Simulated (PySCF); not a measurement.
NO, charge -2, doublet, geometry from GFN2-xTB of the parent state (a state made from the parent by changing its charge; the spin is typed, not shown lowest); SVWN5/6-31G* (PySCF).

Here is a job for PySCF.
```python
from pyscf import gto, scf, dft

mol = gto.Mole()
mol.atom = '''
    N    -0.00000000   -0.00000000   -0.69049268
    O     0.00000000    0.00000000    0.60418109
'''
mol.basis = '6-31g*'
mol.charge = -2
mol.spin = 1
mol.verbose = 4
mol.build()

mf = dft.UKS(mol)
mf.xc = 'lda,vwn'
mf.kernel()
mf.analyze()
```

Problem. Write the output that PySCF gives for this input, abridged.

Solution. 
```
PySCF version 2.14.0

[INPUT] verbose = 4
[INPUT] num. atoms = 2
[INPUT] num. electrons = 17
[INPUT] charge = -2
[INPUT] spin (= nelec alpha-beta = 2S) = 1
[INPUT] symmetry False subgroup None
[INPUT] Mole.unit = angstrom
[INPUT] Symbol           X                Y                Z      unit          X                Y                Z       unit  Magmom
[...]
nuclear repulsion = 22.8891049607964
number of shells = 12
number of NR pGTOs = 54
number of NR cGTOs = 28
basis = 6-31g*
ecp = {}

******** <class 'pyscf.dft.uks.UKS'> ********
method = UKS
initial guess = minao
damping factor = 0
level_shift factor = 0
DIIS = <class 'pyscf.scf.diis.CDIIS'>
diis_start_cycle = 1
diis_space = 8
diis_damp = 0
SCF conv_tol = 1e-09
SCF conv_tol_grad = None
SCF max_cycles = 50
direct_scf = True
direct_scf_tol = 1e-13
number electrons alpha = 9  beta = 8
XC library pyscf.dft.libxc version 7.1.2
    S. Lehtola, C. Steigemann, M. J. T. Oliveira, and M. A. L. Marques,  SoftwareX 7, 1–5 (2018)
XC functionals = lda,vwn
    P. A. M. Dirac,  Math. Proc. Cambridge Philos. Soc. 26, 376 (1930)
    F. Bloch,  Z. Phys. 57, 545 (1929)
    S. H. Vosko, L. Wilk, and M. Nusair,  Can. J. Phys. 58, 1200 (1980)
radial grids:
    Treutler-Ahlrichs [JCP 102, 346 (1995); DOI:10.1063/1.469408] (M4) radial grids

becke partition: Becke, JCP 88, 2547 (1988); DOI:10.1063/1.454033
pruning grids: <function nwchem_prune>
grids dens level: 3
symmetrized grids: False
atomic radii adjust function: <function treutler_atomic_radii_adjust>
small_rho_cutoff = 0
Set gradient conv threshold to 3.16228e-05
tot grids = 27984
init E= -128.897512395572

cycle= 1 E= -128.218600329335  delta_E= 0.679  |g|= 0.701  |ddm|= 1.33
cycle= 2 E= -127.953441151475  delta_E= 0.265  |g|= 1.09  |ddm|= 1.92

cycle= 3 E= -128.410283738833  delta_E= -0.457  |g|= 0.194  |ddm|= 0.912
cycle= 4 E= -128.417380076135  delta_E= -0.0071  |g|= 0.152  |ddm|= 1.35

cycle= 5 E= -128.425980618215  delta_E= -0.0086  |g|= 0.038  |ddm|= 1.34
cycle= 6 E= -128.425374796814  delta_E= 0.000606  |g|= 0.053  |ddm|= 1.33

cycle= 7 E= -128.425989031637  delta_E= -0.000614  |g|= 0.0378  |ddm|= 0.0143

cycle= 8 E= -128.425935745863  delta_E= 5.33e-05  |g|= 0.0393  |ddm|= 1.33

cycle= 9 E= -128.426127968097  delta_E= -0.000192  |g|= 0.0336  |ddm|= 1.33

cycle= 10 E= -128.426039930726  delta_E= 8.8e-05  |g|= 0.0363  |ddm|= 1.33

cycle= 11 E= -128.425952181382  delta_E= 8.77e-05  |g|= 0.0389  |ddm|= 1.33

cycle= 12 E= -128.425986622556  delta_E= -3.44e-05  |g|= 0.0379  |ddm|= 0.0045

cycle= 13 E= -128.426004479015  delta_E= -1.79e-05  |g|= 0.0374  |ddm|= 1.33
cycle= 14 E= -128.425260879027  delta_E= 0.000744  |g|= 0.0547  |ddm|= 0.0436
cycle= 15 E= -128.425617113114  delta_E= -0.000356  |g|= 0.0472  |ddm|= 0.00591

cycle= 16 E= -128.425924870918  delta_E= -0.000308  |g|= 0.0396  |ddm|= 1.33

cycle= 17 E= -128.42594387658  delta_E= -1.9e-05  |g|= 0.0391  |ddm|= 0.00306
cycle= 18 E= -128.425592059095  delta_E= 0.000352  |g|= 0.0478  |ddm|= 0.00719

cycle= 19 E= -128.425940491282  delta_E= -0.000348  |g|= 0.0392  |ddm|= 1.33

cycle= 20 E= -128.426139471322  delta_E= -0.000199  |g|= 0.0333  |ddm|= 0.0633

cycle= 21 E= -128.42604976415  delta_E= 8.97e-05  |g|= 0.036  |ddm|= 0.0939

cycle= 22 E= -128.426107231283  delta_E= -5.75e-05  |g|= 0.0343  |ddm|= 1.33
cycle= 23 E= -128.42561868471  delta_E= 0.000489  |g|= 0.0472  |ddm|= 1.33
cycle= 24 E= -128.4254307048  delta_E= 0.000188  |g|= 0.0513  |ddm|= 0.00403
cycle= 25 E= -128.423925694619  delta_E= 0.00151  |g|= 0.0766  |ddm|= 0.0209
cycle= 26 E= -128.425709117804  delta_E= -0.00178  |g|= 0.0451  |ddm|= 1.33
cycle= 27 E= -128.424138434835  delta_E= 0.00157  |g|= 0.0736  |ddm|= 0.0232

cycle= 28 E= -128.42185726896  delta_E= 0.00228  |g|= 0.102  |ddm|= 1.34
cycle= 29 E= -128.425501173497  delta_E= -0.00364  |g|= 0.0498  |ddm|= 1.34
cycle= 30 E= -128.425784341885  delta_E= -0.000283  |g|= 0.0433  |ddm|= 0.0118
cycle= 31 E= -128.425595863563  delta_E= 0.000188  |g|= 0.0477  |ddm|= 1.33
cycle= 32 E= -128.422552742948  delta_E= 0.00304  |g|= 0.0939  |ddm|= 0.0407

cycle= 33 E= -128.419850969617  delta_E= 0.0027  |g|= 0.121  |ddm|= 0.0214
cycle= 34 E= -128.424755449535  delta_E= -0.0049  |g|= 0.0639  |ddm|= 0.0465

cycle= 35 E= -128.426003457555  delta_E= -0.00125  |g|= 0.0374  |ddm|= 1.33

cycle= 36 E= -128.425930304566  delta_E= 7.32e-05  |g|= 0.0395  |ddm|= 0.112
cycle= 37 E= -128.424800217849  delta_E= 0.00113  |g|= 0.0632  |ddm|= 1.33

cycle= 38 E= -128.425948827299  delta_E= -0.00115  |g|= 0.0389  |ddm|= 1.31
cycle= 39 E= -128.425600320504  delta_E= 0.000349  |g|= 0.0476  |ddm|= 0.225

cycle= 40 E= -128.426040594381  delta_E= -0.00044  |g|= 0.0363  |ddm|= 0.0464
cycle= 41 E= -128.423415081526  delta_E= 0.00263  |g|= 0.0835  |ddm|= 1.33
cycle= 42 E= -128.422711342725  delta_E= 0.000704  |g|= 0.0921  |ddm|= 0.00759
cycle= 43 E= -128.423666317605  delta_E= -0.000955  |g|= 0.0802  |ddm|= 0.0133
cycle= 44 E= -128.42363564946  delta_E= 3.07e-05  |g|= 0.0806  |ddm|= 0.0126
cycle= 45 E= -128.42359664256  delta_E= 3.9e-05  |g|= 0.0811  |ddm|= 0.0047
cycle= 46 E= -128.423803860929  delta_E= -0.000207  |g|= 0.0783  |ddm|= 0.0254
cycle= 47 E= -128.423638722454  delta_E= 0.000165  |g|= 0.0806  |ddm|= 0.0694
cycle= 48 E= -128.425741763825  delta_E= -0.0021  |g|= 0.0443  |ddm|= 1.33
cycle= 49 E= -128.425735865557  delta_E= 5.9e-06  |g|= 0.0444  |ddm|= 0.0101

cycle= 50 E= -128.425802091377  delta_E= -6.62e-05  |g|= 0.0428  |ddm|= 0.0252
SCF not converged.
SCF energy = -128.425802091377 after 50 cycles  <S^2> = 0.75099795  2S+1 = 2.0009977
**** SCF Summaries ****
Total Energy =                        -128.425802091376852
Nuclear Repulsion Energy =              22.889104960796423
One-electron Energy =                 -234.360058070219651
Two-electron Energy =                   83.045151018046369
Two-electron Coulomb Energy =           98.113299204282640
DFT Exchange-Correlation Energy =      -15.068148186236272
**** MO energy ****
                             alpha | beta                alpha | beta
[...]
To work with the spin densities directly, `use mulliken_meta_spin()` only printing them here.

 ** Mulliken spin pop alpha/beta on meta-lowdin orthogonal AOs **
 ** Mulliken Spin Density (per AO)  **
spin_pop of  0 N 1s       -0.00001
spin_pop of  0 N 2s        0.00643
spin_pop of  0 N 3s       -0.00108
spin_pop of  0 N 2px       0.11643
spin_pop of  0 N 2py       0.55412
spin_pop of  0 N 2pz       0.00007
spin_pop of  0 N 3px      -0.00197
spin_pop of  0 N 3py       0.02094
spin_pop of  0 N 3pz      -0.00074
spin_pop of  0 N 3dxy      0.00001
spin_pop of  0 N 3dyz      0.00009
spin_pop of  0 N 3dz^2     0.00000
spin_pop of  0 N 3dxz     -0.00003
spin_pop of  0 N 3dx2-y2    0.00001
spin_pop of  1 O 1s       -0.00000
spin_pop of  1 O 2s        0.00249
spin_pop of  1 O 3s       -0.00026
spin_pop of  1 O 2px       0.05236
spin_pop of  1 O 2py       0.25577
spin_pop of  1 O 2pz      -0.00671
spin_pop of  1 O 3px      -0.00055
spin_pop of  1 O 3py       0.00263
spin_pop of  1 O 3pz      -0.00017
spin_pop of  1 O 3dxy      0.00000
spin_pop of  1 O 3dyz      0.00031
spin_pop of  1 O 3dz^2    -0.00003
spin_pop of  1 O 3dxz     -0.00009
spin_pop of  1 O 3dx2-y2    0.00000
 ** Mulliken Spin Density (per atom)  **
spin density of  0 N =      0.69425
spin density of  1 O =      0.30575
 ** Mulliken pop alpha/beta on meta-lowdin orthogonal AOs **
 ** Mulliken pop       alpha | beta **
[...]
In total             9.00000 | 8.00000
 ** Mulliken atomic charges   ( Nelec_alpha | Nelec_beta ) **
charge of  0N =     -1.15388  (     4.42406      3.72981 )
charge of  1O =     -0.84612  (     4.57594      4.27019 )

WARN: System has nonzero charge -2; the dipole moment is origin-dependent.
Location of origin: [0. 0. 0.]

Dipole moment(X, Y, Z, Debye):  0.00000,  0.00000,  2.14905
```

The run did not converge; its last values are not results.
